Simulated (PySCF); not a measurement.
EPR parameters of C4H9S

Compound: C4H9S (doublet state).
Structure used (GFN2-xTB), in Å, numbered top down from 1:
```xyz
14
C4H9S angstrom
C      1.8948   -0.3853    0.2603
C      1.2027    0.9189    0.4070
S      0.0409    1.5338   -0.6857
C     -1.1059    0.1183   -0.9464
C     -1.7792   -0.2957    0.3467
H      2.9218   -0.2456   -0.0934
H      1.3813   -1.0413   -0.4381
H      1.9568   -0.8917    1.2267
H      1.6975    1.6976    0.9617
H     -0.5449   -0.7021   -1.3912
H     -1.8265    0.4881   -1.6743
H     -1.0351   -0.5921    1.0832
H     -2.4490   -1.1349    0.1674
H     -2.3558    0.5315    0.7541
```

The hyperfine couplings belong to this conformer and change with its torsions.

As a line formula: `C[CH]SCC` [radical].

Method: UKS B3LYP, pcH-1 on C H S, non-relativistic, mean-field spin-orbit, GIAO in PySCF. The structure is a single GFN2-xTB conformer in the gas phase; no vibrational or solvent corrections. The geometry wasn't refined by DFT: couplings that depend on bond lengths, twists or pyramidal angles can differ widely from those at the functional's own minimum. Stability of the SCF solution: not tested.

```
g1, g2, g3 : 2.00192, 2.00432, 2.00722
g_iso      : 2.00449
Form of g  : rhombic: the two nearest values differ by 45 % of g3 − g1
⟨S²⟩       : 0.7549 (exact 0.7500)
```

Isotropic coupling and dipolar principal values T1 to T3, in 10⁻⁴ cm⁻¹; ρ(0) is the spin density at the nucleus (1 × 10⁻⁴ cm⁻¹ = 2.998 MHz):

```tsv
atom	isotope	a_iso	of which spin–orbit	T1	T2	T3	Mulliken spin population	ρ(0) (bohr⁻³)
C1	13C	-4.1	0.0	-1.0	-0.4	1.4	-0.06	-0.0109
C2	13C	39.0	0.1	-23.5	-23.0	46.4	0.84	0.1037
S3	33S	2.6	-0.1	-7.3	-6.3	13.6	0.15	0.0236
C4	13C	7.9	0.0	-1.1	-0.9	2.0	0.02	0.0212
C5	13C	0.3	0.0	-0.7	-0.2	0.8	0.01	0.0009
H6	1H	34.5	0.0	-1.5	-0.8	2.4	0.05	0.0231
H7	1H	0.6	0.0	-1.4	-1.2	2.6	0.00	0.0004
H8	1H	22.5	0.0	-1.7	-1.5	3.2	0.02	0.0151
H9	1H	-17.6	0.0	-10.8	-0.7	11.5	-0.04	-0.0118
H10	1H	1.3	0.0	-1.0	-0.7	1.7	0.00	0.0009
H11	1H	-1.0	0.0	-1.0	-0.6	1.6	0.00	-0.0007
H12	1H	-0.4	0.0	-1.5	-0.9	2.4	0.00	-0.0003
H13	1H	0.6	0.0	-0.6	-0.3	0.9	0.00	0.0004
H14	1H	0.1	0.0	-0.6	-0.4	1.0	0.00	0.0001
```

The largest Mulliken spin populations are on C2 (+0.84) and S3 (+0.15). The angles at C2 add up to 355.4°, so it is nearly planar; its axial dipolar tensor and the negative coupling of its proton fit spin in a p orbital normal to that plane.

Axes: g2 points within 11° of the C2–S3 bond and g3 points within 13° of the S3–C4 bond.

Under fast tumbling the dipolar parts average out, and these isotropic splittings remain: 3 × 1H (H6/H7/H8, I = 1/2, 4 lines) with 2.05 mT and 1 × 1H (H9, I = 1/2, 2 lines) with 1.88 mT.

Nuclei that the bonding pattern makes equivalent are averaged, as if the motion that swaps them (rotation, inversion, ring flip) were fast. The three 1H nuclei of mean +57.5 MHz run from 1.9 to 103.3 MHz in the frozen geometry.

The 33S coupling of S3 (7.8 MHz) shows only in satellite lines or after enrichment, since that isotope makes up about 0.76 % of natural sulfur.

The 13C coupling of C2 (116.8 MHz) shows only in satellite lines or after enrichment, since that isotope makes up about 1.07 % of natural carbon.

β density exceeds α density at some nuclei, such as H9 (-0.0118) and C1 (-0.0109), spin density in bohr⁻³. In a single determinant that takes different orbitals for the two spins, that is spin polarisation.
